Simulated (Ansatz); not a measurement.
Two structures of CH6FSi, doublet, reached by relaxing down either side of one saddle point (PBE0-D4/def2-TZVP). Energies are electronic, without zero-point energy. Ansatz 0.2.0; basis: def2-TZVPP and def2-QZVPP; cores frozen in the correlated methods; orbitals are unrestricted. Extrapolation: Hartree–Fock as exp(−7.88 √X), correlation as X^−2.97. First:

H1  (-0.856, -0.730, 1.241)
C2  (-1.473, 0.166, 1.143)
F3  (-0.929, 0.977, 0.168)
Si4  (1.637, -0.434, -1.144)
H5  (-1.492, 0.713, 2.088)
H6  (-2.487, -0.109, 0.848)
H7  (2.780, -1.255, -1.627)
H8  (0.701, -0.123, -2.253)
H9  (2.118, 0.795, -0.464)
(Å)

Second:

H1  (0.791, -1.264, 0.036)
C2  (-1.774, 0.367, 1.284)
F3  (-1.213, 1.130, 0.348)
Si4  (1.440, -0.391, -0.975)
H5  (-1.621, 0.703, 2.301)
H6  (-2.612, -0.229, 0.949)
H7  (2.619, -1.096, -1.541)
H8  (0.481, -0.091, -2.067)
H9  (1.888, 0.871, -0.335)
(Å)

(1) Which bonds change from the first to the second?

(2) Give the saddle point's structure and its height above each. (Judge from chemistry; the value comes from the calculation.)

The T1 diagnostic stays at or below 0.016. ⟨S²⟩ of the unrestricted Hartree–Fock references: 0.75 to 0.78 (a pure state has 0.75).

## Answers

(1) CH₃F ([CH3][F]) + SiH₃ → CH₂F ([CH2][F]) + SiH₄; bonds formed: H1–Si4; bonds broken: H1–C2.

(2) The calculation gives: 23.58 kcal/mol above the first and 11.25 kcal/mol above the second (CCSD(T) at an estimated basis limit (MP2 extrapolated from triple and quadruple zeta, plus CCSD(T) − MP2 in triple zeta)).
```tsv
atom	x (Å)	y (Å)	z (Å)
H1	-0.0483	-0.1113	0.1289
C2	-1.3350	0.1805	0.9824
F3	-1.8091	1.3277	0.4651
Si4	1.2380	-0.2301	-0.8612
H5	-0.9538	0.3037	1.9935
H6	-1.9821	-0.6695	0.7788
H7	1.8373	-1.5869	-0.7406
H8	0.8027	-0.0050	-2.2649
H9	2.2503	0.7912	-0.4819
```

Radical steps of this kind take place in plasma deposition and etching.

Labels in which every atom is bracketed show which atoms are joined, not bond orders.

For scale, one of the runs: CCSD(T)/def2-TZVPP, 188 basis functions, launched by `ansatz run in.yaml --threads 4 --pin off --events-out ev --progress --plain --max-ram 9574MiB`. Time: 97 s of wall clock on 4 CPU threads of an Arm Neoverse V2; the host was shared. Peak host memory: 5 GiB.
